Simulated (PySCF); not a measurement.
Rows and methods have been separated. Pair them.

Dimethylformamide, C3H7NO.
Atom-mapped SMILES: `[CH3:1][N:2]([CH3:3])[CH:4]=[O:5]` (hydrogens: H6, H7, H8 on C1; H9, H10, H11 on C3; H12 on C4)

The closed-shell ground state was solved 3 times with PySCF (density fitting, gas phase), always with PBE0, in these basis sets: aug-cc-pVTZ, pcJ-2 and pcSseg-2. The structure is a single PBE0-D3(BJ)/def2-TZVP conformer in the gas phase; no vibrational or solvent corrections.

| row | total energy (Eh) | HOMO (eV) | LUMO (eV) | dipole (D) |
| --- | --- | --- | --- | --- |
| P | -248.3311 | -7.16 | 0.47 | 4.08 |
| Q | -248.3164 | -7.16 | -0.27 | 4.06 |
| R | -248.3215 | -7.16 | 0.37 | 4.09 |

**Question.** Which basis belongs to which row?

**Answer.** P = pcJ-2, Q = aug-cc-pVTZ, R = pcSseg-2. From the lowest total energy up: pcJ-2 (423 functions) 0 eV; pcSseg-2 (278 functions) +0.26 eV; aug-cc-pVTZ (391 functions) +0.40 eV.

Conformer computed: `[CH3:1][N:2]([CH3:3])[CH:4]=[O:5]`: C1–N2–C4–O5 179°.
